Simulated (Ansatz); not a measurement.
`CC(=O)C(F)F` → `CC(=O)F` + `[CH]F`  (formal loss of a carbene)

Program: Ansatz. Geometries: PBE0-D4/def2-TZVP. ΔE: electronic, gas phase. CBS: MP2 limit from def2 TZ/QZ plus the TZ coupled-cluster correction, frozen cores. This one scheme is used for every species. One conformer a species, not always the lowest.

| level | ΔE (eV) |
| --- | --- |
| MP2/def2-SVP | 3.60 |
| CCSD/CBS(def2) | 3.34 |

What does CCSD(T)/CBS give? (An estimate is asked.)

Computed: +3.36 eV. The listed levels differ from it by 0.24, -0.02 eV.

What do rigid-rotor, harmonic-oscillator terms from PBE0-D4/def2-TZVP frequencies (298.15 K, 1 bar) make of the CCSD(T)/CBS value? (An estimate is asked.)

Ansatz gave: ΔZPE = -0.22 eV, ΔH = +3.18 eV, ΔS = 163 J/(mol·K), ΔG = +2.68 eV. Modes under 50 cm⁻¹ make the entropy rough.

Largest T1 diagnostic among the species: 0.018.

From BLYP to BHLYP (50 % exact exchange), in def2-TZVPP and without D4, ΔE moves by +0.28 eV. In def2-TZVPP, CCSD(T) changes the Hartree–Fock value by +0.38 eV (the triples alone add +0.02 eV) and MP2 by +0.61 eV. Leaving LDA and LC-ωPBE aside and taking each functional with its dispersion term where it has one, the values, not all of them listed here, spread over 0.39 eV, from BLYP-D4 to r2SCAN0-D4. LDA lies +0.61 eV from PBE without D4.
